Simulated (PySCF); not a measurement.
# Atomic charges against the basis set

Species: C5H5F.
Geometry (PBE0-D3(BJ)/def2-SVP, Å), atoms numbered from 1 in this order:
```
atom  x, y, z in Å
C1     1.508   -1.541   -1.283
C2     0.872   -0.601   -0.858
C3     0.118    0.517   -0.366
C4    -0.112    0.680    1.131
C5    -1.237    0.290    0.253
F6    -1.695   -0.976    0.329
H7     2.069   -2.376   -1.659
H8     0.224    1.437   -0.950
H9    -0.083    1.688    1.553
H10    0.300   -0.109    1.764
H11   -2.035    1.005    0.026
```

PBE0 throughout (PySCF), one geometry, spherical d and f functions. Geometry: PBE0-D3(BJ)/def2-SVP; no solvent, vibrations or thermal averaging. The first 7 of 11 kinds of atom are listed.

Mulliken charges (e):

| basis | functions | C1 | C2 | C3 | C4 | C5 | F6 | H7 |
| --- | --- | --- | --- | --- | --- | --- | --- | --- |
| STO-3G | 35 | -0.141 | -0.038 | -0.115 | -0.179 | +0.033 | -0.087 | +0.119 |
| 6-31G | 64 | -0.451 | +0.159 | -0.303 | -0.357 | +0.168 | -0.311 | +0.280 |
| pcSseg-0 | 64 | -0.296 | -0.035 | -0.405 | -0.446 | +0.164 | -0.348 | +0.278 |
| 6-31G* | 94 | -0.502 | +0.325 | -0.372 | -0.410 | +0.223 | -0.312 | +0.237 |
| def2-SVP | 109 | -0.422 | +0.360 | -0.222 | -0.069 | +0.221 | -0.223 | +0.045 |
| cc-pVDZ | 109 | -0.421 | +0.463 | -0.260 | -0.037 | +0.212 | -0.194 | +0.007 |
| pcSseg-1 | 127 | -0.360 | +0.316 | -0.354 | -0.196 | +0.233 | -0.288 | +0.066 |
| aug-cc-pVDZ | 183 | +0.994 | -0.749 | +0.663 | +0.705 | +1.270 | -0.540 | -0.650 |
| 6-311+G(2d,p) | 192 | -1.103 | +0.946 | -0.004 | -0.312 | +0.092 | -0.289 | +0.159 |
| def2-TZVP | 216 | -0.139 | -0.023 | -0.227 | -0.228 | +0.117 | -0.197 | +0.177 |
| cc-pVTZ | 250 | -0.225 | +0.005 | -0.118 | -0.225 | +0.152 | -0.190 | +0.148 |
| IGLO-III | 260 | -0.175 | -0.073 | -0.033 | -0.245 | +0.195 | -0.260 | +0.150 |

IAO charges (e):

```csv
basis,functions,C1,C2,C3,C4,C5,F6,H7
STO-3G,35,-0.166,-0.042,-0.183,-0.281,+0.033,-0.111,+0.160
6-31G,64,-0.234,-0.026,-0.175,-0.308,+0.142,-0.275,+0.201
pcSseg-0,64,-0.221,-0.025,-0.188,-0.310,+0.140,-0.263,+0.192
6-31G*,94,-0.233,-0.028,-0.173,-0.300,+0.179,-0.282,+0.195
def2-SVP,109,-0.232,-0.025,-0.172,-0.293,+0.180,-0.285,+0.193
cc-pVDZ,109,-0.241,-0.026,-0.174,-0.302,+0.177,-0.283,+0.199
pcSseg-1,127,-0.242,-0.027,-0.173,-0.297,+0.179,-0.291,+0.201
aug-cc-pVDZ,183,-0.251,-0.025,-0.174,-0.308,+0.177,-0.296,+0.205
"6-311+G(2d,p)",192,-0.250,-0.024,-0.176,-0.308,+0.176,-0.297,+0.205
def2-TZVP,216,-0.250,-0.024,-0.176,-0.309,+0.180,-0.296,+0.204
cc-pVTZ,250,-0.250,-0.024,-0.176,-0.310,+0.179,-0.294,+0.204
IGLO-III,260,-0.251,-0.024,-0.176,-0.309,+0.178,-0.297,+0.205
```

Hirshfeld charges (e):

```csv
basis,functions,C1,C2,C3,C4,C5,F6,H7
STO-3G,35,-0.104,-0.065,-0.003,-0.048,+0.067,-0.054,+0.077
6-31G,64,-0.126,-0.054,-0.025,-0.078,+0.059,-0.109,+0.098
pcSseg-0,64,-0.117,-0.056,-0.025,-0.078,+0.062,-0.100,+0.095
6-31G*,94,-0.129,-0.055,-0.027,-0.078,+0.057,-0.097,+0.098
def2-SVP,109,-0.123,-0.049,-0.034,-0.084,+0.056,-0.091,+0.093
cc-pVDZ,109,-0.125,-0.051,-0.033,-0.083,+0.053,-0.085,+0.094
pcSseg-1,127,-0.122,-0.049,-0.038,-0.086,+0.056,-0.095,+0.094
aug-cc-pVDZ,183,-0.121,-0.049,-0.046,-0.091,+0.049,-0.096,+0.093
"6-311+G(2d,p)",192,-0.121,-0.053,-0.045,-0.086,+0.051,-0.099,+0.094
def2-TZVP,216,-0.123,-0.050,-0.042,-0.088,+0.051,-0.095,+0.093
cc-pVTZ,250,-0.124,-0.049,-0.041,-0.088,+0.051,-0.092,+0.093
IGLO-III,260,-0.122,-0.050,-0.045,-0.090,+0.050,-0.096,+0.093
```

Which scheme is steadiest as the basis changes?

Largest range over the bases for any column: Hirshfeld 0.05 e, IAO 0.19 e, Mulliken 2.10 e. Hirshfeld charges move least and Mulliken charges most, counted in e. Without the minimal STO-3G basis the ranges are Hirshfeld 0.02, IAO 0.04, Mulliken 2.10 e.

How much do the charges still move between the two largest bases, cc-pVTZ and IGLO-III?

At most, over all atoms: Mulliken 0.085 e, IAO 0.004 e, Hirshfeld 0.004 e.

What do the same runs give for the total energy, the frontier levels and the dipole moment?

```
        basis  energy (Eh)  HOMO (eV)  LUMO (eV)  μ (D)
       STO-3G    -289.1528      -4.99       4.61   1.09
        6-31G    -292.8614      -7.13       1.41   2.00
     pcSseg-0    -292.2695      -7.49       1.06   1.97
       6-31G*    -292.9290      -6.98       1.39   1.69
     def2-SVP    -292.7235      -7.26       0.95   1.80
      cc-pVDZ    -292.9538      -7.16       1.00   1.75
     pcSseg-1    -292.9081      -7.35       0.70   1.88
  aug-cc-pVDZ    -292.9731      -7.33      -0.16   1.95
6-311+G(2d,p)    -293.0243      -7.35       0.04   1.98
    def2-TZVP    -293.0518      -7.32       0.67   1.90
      cc-pVTZ    -293.0414      -7.29       0.67   1.85
     IGLO-III    -293.0565      -7.35       0.41   1.94
```

The dipole is fixed by the density alone, so its range of 0.91 D shows that the density itself changes with the basis, not only its division among atoms.
